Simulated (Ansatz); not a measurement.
We consider cubic Cu₃N, described by PBEsol (plane waves, PAW; Ansatz, a program for electronic structure).

Numerical settings: plane-wave cutoff 520 eV, 10×10×10 k mesh, Fermi–Dirac smearing 0.01 eV, no spin polarisation, scalar-relativistic PAW data made under PBE.

Cell (measured lattice):

Space group Pm-3m (No. 221); a = b = c = 3.807 Å, α = β = γ = 90.00°

```tsv
atom	site	symmetry	x	y	z
Cu	3d	4/mm.m	0.0000	0.0000	0.5000
N	1a	m-3m	0.0000	0.0000	0.0000
```

Task: What does this level give for the band gap, smallest direct gap on the k points sampled and Γ–Γ gap?

Result: 
* **band gap**: 0.13 eV (indirect)
* **smallest direct gap on the k points sampled**: 0.65 eV
* **Γ–Γ gap**: 2.77 eV

Note: cell and atoms aren't relaxed at this level (pressure -4.1 GPa).

Static lattice: no zero-point or thermal effects.
